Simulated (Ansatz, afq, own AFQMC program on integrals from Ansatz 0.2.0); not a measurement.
# Where AFQMC and coupled cluster stand for CHF⁺, doublet

```xyz
3

C    -0.1260   -0.4787   -0.1172
F     0.8863    0.0518    0.4909
H    -0.7603    0.4269   -0.3736
```

Connectivity, by distances: CH–F.

Basis def2-TZVP. Noble-gas cores (and the filled d shells of Ga–Kr and In–Xe) are frozen. AFQMC by an in-house program on the Cholesky factors that Ansatz 0.2.0 writes for its CCSD(T) run. ph-AFQMC/CISD is guided by a CISD state made of CCSD amplitudes; releasing the constraint for a short imaginary time cuts its bias at the price of noise, slowly where states lie close. ± is one standard error of the sampling.

Determinant: UHF, the one that the program's search chose, which needn't be the lowest solution. The geometry is a PBE0/def2-SVP stationary point of this or a neighbouring charge and spin state.

No full CI on the walks' own integrals is used here; CCSDT(Q) serves as the reference and is uncertain by about the last step of the cluster series.

- T1 diagnostic: 0.0301
- weight of the determinant in the CISD state: 0.896
- ⟨S²⟩ of the determinant: 0.757
- size of the correlated space: 11 electrons in 66 orbitals

Reference: CCSDT(Q), correlation energy -10.437 eV. The released energy is read at 2.40 1/Eh (meV from the phaseless value at times in 1/Eh: -8 ± 5 at 0.24, -4 ± 4 at 0.51, -8 ± 6 at 0.99, -2 ± 8 at 1.62, -5 ± 8 at 2.40).

```tsv
level	E − E(reference) (kJ/mol)	share of correlation (%)
HF	1007.0	0.00
MP2	74.8	92.57
CCSD	43.1	95.72
CCSD(T)	4.6	99.55
CCSDT	2.1	99.79
ph-AFQMC/CISD	1.4 ± 0.5	99.86
released AFQMC	0.9 ± 0.8	99.91
```

A walk keeps the symmetry of its determinant, which the program's search chose and which needn't be the lowest solution, so a lower state of the same spin and another symmetry isn't excluded. Released energies are given only where the last usable release times agree within the noise; a slower fall can still hide under it.
